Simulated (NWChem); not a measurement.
**C3H5 (SMILES [CH2]C=C): the vertical ionisation energy from total energies**

C3H5 has 8 atoms, charge 0, and is taken as a doublet. As SMILES, `[CH2]C=C`. Geometry: relaxed at PBE0-D4/def2-TZVP.

```xyz
8

C    -0.4571    0.9592   -0.6233
C     0.3429    0.2330    0.2319
C     0.2206   -1.1199    0.4633
H    -1.2558    0.4809   -1.1794
H    -0.3141    2.0223   -0.7655
H     1.1283    0.7664    0.7629
H    -0.5440   -1.7035   -0.0376
H     0.8792   -1.6384    1.1476
```

Both states at this one shape; open shells run unrestricted unless said. 1 Eh = 27.2114 eV.

```tsv
level	program	doublet C3H5 (Eh)	singlet [C3H5]+ (Eh)
U-r2SCAN/MINI	NWChem	-116.182024	-115.786329
U-r2SCAN/SBKJC-VDZ (core potential)	NWChem	-19.820885	-19.520430
U-r2SCAN/jorge-DZP	NWChem	-117.193833	-116.890172
```

Task: Work out the vertical ionisation energy at each level.

Result: 
1. U-r2SCAN/MINI: -115.786329 − (-116.182024) = 0.395695 Eh = 10.77 eV.
2. U-r2SCAN/SBKJC-VDZ (core potential): -19.520430 − (-19.820885) = 0.300455 Eh = 8.18 eV.
3. U-r2SCAN/jorge-DZP: -116.890172 − (-117.193833) = 0.303661 Eh = 8.26 eV.

No measured value is set beside it here; the levels span 8.18 to 10.77 eV. Minimal sets are far from the basis-set limit.
